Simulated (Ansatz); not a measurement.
# ClH3Si: the cost of one run

Method: RKS BHLYP/def2-SVP, in Ansatz 0.2.0.

## Step 1: The starting structure

Bond lengths: Si1–H2 1.460 Å, Si1–Cl3 2.130 Å, Si1–H4 1.459 Å, Si1–H5 1.459 Å. Angles: H2–Si1–Cl3 109.4°, H2–Si1–H4 109.5°, H2–Si1–H5 109.5°, Cl3–Si1–H4 109.5°, Cl3–Si1–H5 109.5°, H4–Si1–H5 109.5°.

Structure file:

```xyz
5

Si    0.0000    0.0000    0.0000
H     0.0000    0.0000    1.4600
Cl    2.0086    0.0000   -0.7093
H    -0.6877    1.1914   -0.4862
H    -0.6877   -1.1914   -0.4862
```

## Step 2: Preparing the start

Contents of input.yaml:

```yaml
crystal:
  periodic: [false, false, false]
  atoms:
    - { symbol: Si, position_ang: [0.0, 0.0, 0.0] }
    - { symbol: H, position_ang: [0.0, 0.0, 1.46] }
    - { symbol: Cl, position_ang: [2.0086, 0.0, -0.7093] }
    - { symbol: H, position_ang: [-0.6877, 1.1914, -0.4862] }
    - { symbol: H, position_ang: [-0.6877, -1.1914, -0.4862] }
basis:
  gaussian: { orbitals: def2-SVP }
hamiltonian:
  xc: { name: BHLYP }
relax:
  f_tol: 0.02
  max_steps: 40
output:
  orbitals: {}
```

On the command line:

```sh
$ ansatz run input.yaml --threads 1 --pin off --max-ram 2048MiB --backend cpu --events-out ev --progress --plain --runs-dir out
```

**Question.** How long does this run take on 1 thread of Arm Neoverse V1, shared host, and how much memory does it need?

About 5.4 s, with a peak of 0.1 GiB.
